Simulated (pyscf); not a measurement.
Thermochemistry of product channels of HS–Zn–SH + H atom (H•) on the doublet surface, in kcal/mol, from ωB97M-D3(BJ)/def2-TZVP energies (ideal gas, 1 atm, RRHO with modes under 100 cm⁻¹ raised to 100, one conformer, R ln 2 for chiral ones without a mode under 150 cm⁻¹). Single points on ωB97X-D3(BJ)/def2-SVP structures (PySCF, gas phase).

| products | ΔE | ΔH(298 K) | ΔG(298 K) | ΔG(900 K) |
|---|---|---|---|---|
| H₂S + [HS–Zn]• | -11.2 | -8.3 | -11.3 | … |
| •S–Zn–SH + hydrogen (H₂) | -14.0 | -12.7 | -13.4 | … |

Question: What belongs in the gaps?

Answer: 
- H₂S + [HS–Zn]•, ΔG(900 K): -15.4
- •S–Zn–SH + hydrogen (H₂), ΔG(900 K): -14.4

These are energies of the channels, which say nothing of barriers. Elements up to Kr have no core potential and no relativistic terms here.
